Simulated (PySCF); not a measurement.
BCl₃, SMILES ClB(Cl)Cl.

The structure is a stationary point at PBE0-D3(BJ)/def2-SVP. The isomer is the one that the SMILES or the coordinates give; other isomers of the formula were not compared.

All values below come from TDA-PBE/def2-SVPD in PySCF.

Vertical excitations; the highest root listed may be one member of a degenerate set. The molecule is in vacuum. State labels are in the subgroup C2v.

```
state  symmetry  energy (eV)  λ (nm)      f                      main pairs
-----  --------  -----------  ------  -----  ------------------------------
S1           A2         5.07     245  0.000                 HOMO→LUMO 100 %
S2           B2         5.99     207  0.000    HOMO−3→LUMO (degenerate set)
S3           A2         5.99     207  0.000    HOMO−4→LUMO (degenerate set)
S4           B1         6.64     187  0.159    HOMO−1→LUMO (degenerate set)
S5           A1         6.64     187  0.159    HOMO−2→LUMO (degenerate set)
S6           B1         7.17     173  0.000                HOMO→LUMO+1 99 %
S7           A2         7.97     156  0.000  HOMO−1→LUMO+1 (degenerate set)
S8           B2         7.97     156  0.000  HOMO−2→LUMO+1 (degenerate set)
S9           A1         8.13     152  0.098  HOMO−3→LUMO+1 (degenerate set)
S10          B1         8.13     152  0.098  HOMO−4→LUMO+1 (degenerate set)
T1           A2         4.89     253      0                 HOMO→LUMO 100 %
T2           B1         5.54     224      0    HOMO−1→LUMO (degenerate set)
T3           A1         5.54     224      0    HOMO−2→LUMO (degenerate set)
T4           B2         5.80     214      0               HOMO−3→LUMO 100 %
```
Triplets are in the Tamm–Dancoff approximation.
